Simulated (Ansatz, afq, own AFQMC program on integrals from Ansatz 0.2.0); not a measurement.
Atomization energy of N2H, quartet

```yaml
atoms:
  - { symbol: N, position_ang: [0.0000, 0.1197, 0.6764] }
  - { symbol: N, position_ang: [0.0000, -0.0606, -0.7555] }
  - { symbol: H, position_ang: [0.0000, -0.8208, 1.0987] }
```

Connectivity, by distances: NH–N.

Atoms in their ground-state spins without spin–orbit coupling (mostly on UHF) minus the molecule (UHF), without zero-point energy. The geometry is a stationary point, not shown to be a minimum.

Basis cc-pVDZ. Only valence electrons are correlated. AFQMC by an in-house program on the Cholesky factors that Ansatz 0.2.0 writes for its CCSD(T) run. ph-AFQMC/CISD is guided by a CISD state made of CCSD amplitudes; releasing the constraint for a short imaginary time cuts its bias at the price of noise, slowly where states lie close. Free projection: walkers drawn from exp(T), propagated without any constraint. Its projection time is finite, and what remains of the start isn't in its error. Error bars are statistical, one sigma. The errors of all members are added in quadrature.

No full CI on the walks' own integrals is used here; CCSDT(Q) serves as the reference and is uncertain by about the last step of the cluster series. Each member takes its own surest rung, up to full CI.

Errors are counted within cc-pVDZ, not against nature.

Cautions: N₂H (quartet): another spin lies lower.

| level | atomization energy (kcal/mol) |
| --- | --- |
| MP2 | 92.2 |
| HF | 38.3 |

From these cheaper values, estimate the atomization energy at the reference level in cc-pVDZ.

96.4 kcal/mol (CCSDT(Q) in cc-pVDZ).

```json
{"level": "CCSD", "atomization energy (kcal/mol)": "92.8", "error against CCSDT(Q) (kcal/mol)": "-3.7"}
{"level": "CCSD(T)", "atomization energy (kcal/mol)": "95.7", "error against CCSDT(Q) (kcal/mol)": "-0.7"}
{"level": "CCSDT", "atomization energy (kcal/mol)": "96.1", "error against CCSDT(Q) (kcal/mol)": "-0.3"}
{"level": "ph-AFQMC/HF", "atomization energy (kcal/mol)": "95.1 ± 0.7", "error against CCSDT(Q) (kcal/mol)": "-1.3 ± 0.7"}
{"level": "ph-AFQMC/CISD", "atomization energy (kcal/mol)": "96.1 ± 0.06", "error against CCSDT(Q) (kcal/mol)": "-0.3 ± 0.06"}
{"level": "released AFQMC", "atomization energy (kcal/mol)": "96.4 ± 0.07", "error against CCSDT(Q) (kcal/mol)": "0.0 ± 0.07"}
{"level": "free AFQMC", "atomization energy (kcal/mol)": "96.4 ± 0.07", "error against CCSDT(Q) (kcal/mol)": "0.0 ± 0.07"}
```

Correlation beyond CCSD(T) adds 0.7 kcal/mol. The perturbative (T) step is worth +3.0 kcal/mol.

Free projections are given only where their last times agree within the noise and don't stop above the reference; a slow remainder of the start can still hide under it. A walk keeps the symmetry of its determinant, which the program's search chose and which needn't be the lowest solution, so a lower state of the same spin and another symmetry isn't excluded. Released energies are given only where the last usable release times agree within the noise; a slower fall can still hide under it.
